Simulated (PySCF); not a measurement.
Spectrum to structure. Method used: TDDFT PBE0/def2-SVPD, vertical, gas phase, core orbitals frozen in the response in PySCF. Geometries: GFN2-xTB, one conformer each.

| state | λ (nm) | f |
| --- | --- | --- |
| S1 | 168.1 | 0.0028 |
| S2 | 166.4 | 0.0022 |
| S3 | 144.7 | 0.018 |
| S4 | 143.0 | 0.036 |
| S5 | 136.8 | 0.0072 |
| S6 | 135.7 | 0.0062 |

Question: Which structure fits?
A. `FC1CCC=1F`
B. `FC(CCl)F`
C. `FCC1=C(F)C1`
D. `FC1(F)C=CC1`

Answer: B. Its S1, at 7.37 eV, is the highest among the candidates; the nearest of the others has S1 at 6.93 eV. S1 is HOMO→LUMO (96%). Löwdin shares by element: HOMO chlorine 79%, carbon 13% or more, hydrogen 4% or more; LUMO chlorine 50%, carbon 31%, fluorine 6% or more. At the same level the other candidates give, for their lowest levels:
- `FC1(F)C=CC1`: 179 nm (f 0.000); 174 nm (f 0.165); 156 nm (f 0.000); 156 nm (f 0.011); 147 nm (f 0.000); T1 4.29 eV; HOMO -8.28, LUMO -0.63 eV
- `FC1=C(F)CC1`: 190 nm (f 0.006); 174 nm (f 0.026); 169 nm (f 0.000); 160 nm (f 0.226); 149 nm (f 0.051); T1 4.71 eV; HOMO -7.24, LUMO 0.67 eV
- `FCC1=C(F)C1`: 193 nm (f 0.000); 181 nm (f 0.129); 178 nm (f 0.005); 165 nm (f 0.029); 163 nm (f 0.007); T1 4.45 eV; HOMO -7.29, LUMO 0.37 eV

Shape of the structure used: `[F:1][CH:2]([F:3])[CH2:4][Cl:5]`: F1–C2–C4–Cl5 78°.
Triplets come from the Tamm–Dancoff approximation.
